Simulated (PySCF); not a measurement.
Molecule: `c1nc(Cl)[nH]c1`, C3H3ClN2.

Geometry (Å), atoms numbered from 1 in this order:
```xyz
9

Cl    2.759   -0.513    0.058
C     1.070   -0.385    0.021
N     0.225   -1.373    0.005
C    -1.006   -0.791   -0.023
C    -0.889    0.567   -0.023
N     0.457    0.825    0.005
H    -1.888   -1.397   -0.040
H    -1.620    1.347   -0.040
H     0.905    1.726    0.012
```

Frames of a GFN2-xTB Langevin trajectory at 200 K; GIAO PBE0/pcSseg-1 shieldings in PySCF, gas phase, non-relativistic; equivalent atoms averaged within each frame.

Referencing at the same level of theory: 35Cl (σ = 949.78 ppm) vs HCl; 13C (σ = 186.93 ppm) and 1H (σ = 31.72 ppm) against TMS; NH3 for 15N (σ = 267.73 ppm). The references are static minima.

How do the shifts (ppm) fluctuate along the trajectory?

Results:


| time (fs) | Cl1 | C2 | C4 | C5 | N3 | N6 | H9 | H8 | H7 |
| --- | --- | --- | --- | --- | --- | --- | --- | --- | --- |
| 250 | 163 | 140.1 | 135.3 | 121.9 | 295.9 | 184.8 | 7.75 | 7.23 | 6.60 |
| 425 | 230 | 143.2 | 129.3 | 121.9 | 307.5 | 191.6 | 8.79 | 6.41 | 7.25 |
| 625 | 183 | 138.8 | 136.5 | 117.8 | 307.6 | 189.8 | 8.41 | 6.39 | 7.14 |
| 800 | 195 | 140.4 | 144.4 | 118.6 | 309.3 | 174.3 | 7.66 | 7.05 | 7.57 |
| 1000 | 199 | 139.0 | 141.0 | 120.8 | 304.3 | 177.2 | 7.01 | 6.61 | 7.84 |
| mean of frames | 194 | 140.3 | 137.3 | 120.2 | 304.9 | 183.6 | 7.92 | 6.74 | 7.28 |
| standard deviation | 25 | 1.8 | 5.7 | 1.9 | 5.4 | 7.6 | 0.69 | 0.38 | 0.47 |

5 frames give an uncertainty of the mean of about the standard deviation over 2.2 at best, since frames this close in time may not be independent; classical motion lacks zero-point vibration, and the reference would need the same averaging.
